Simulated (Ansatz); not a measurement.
Input file:

```yaml
crystal:
  periodic: [false, false, false]
  atoms:
    - {symbol: Al, position_ang: [0.000000, 0.300000, 2.084100]}
    - {symbol: O, position_ang: [0.000000, 0.000000, 1.784100]}
basis:
  gaussian: {orbitals: cc-pVTZ}
magnetization: {spin_polarized: false, initial_magnetization: 1}
correlation: {active_space: {ras: {orbitals: [4, 1, 53], electrons: 9, max_holes: 2, max_particles: 2}, fixed_orbitals: true}}
scf: {lower_state_search: off}
```

```sh
$ ansatz run in.yaml --threads 1 --pin off --events-out ev --progress --plain --max-ram 2393MiB
```

How does this run end?

Converged. The input was made wrong on purpose (atoms on top of each other), so the run isn't a sound calculation of what was asked.
```
these checks for a lower state are left out or cut short: stability, starts, cluster_reference, orbital_swaps, neighbouring_geometries, increment
416 factors; integrals over basis functions are off by at most 5.2e-4 eV
mean field evaluation 1: about -8145.9436 eV, gradient 6.6e1 eV
mean field evaluation 2: about -8146.3197 eV, gradient 6.6e1 eV
mean field evaluation 4: about -8150.5215 eV, gradient 2.9e0 eV
mean field evaluation 8: about -8150.5450 eV, gradient 1.9e-1 eV
mean field -8150.54517103 eV, -299.5270103973 hartree, gradient 8.3e-6 eV, S^2 0.750000; 0 other end points of the search recorded, 0 dependent functions left out
reference -8150.54517103 eV, -299.5270103973 hartree; 11, 10 occupied and 53, 54 virtual orbitals, 416 factors
state -8156.34376767 eV, -299.7401048935 hartree
Total energy: -8156.34376767 eV, -299.7401048935 hartree
Checks for a lower state left out: stability, starts, cluster_reference, orbital_swaps, neighbouring_geometries, increment
```
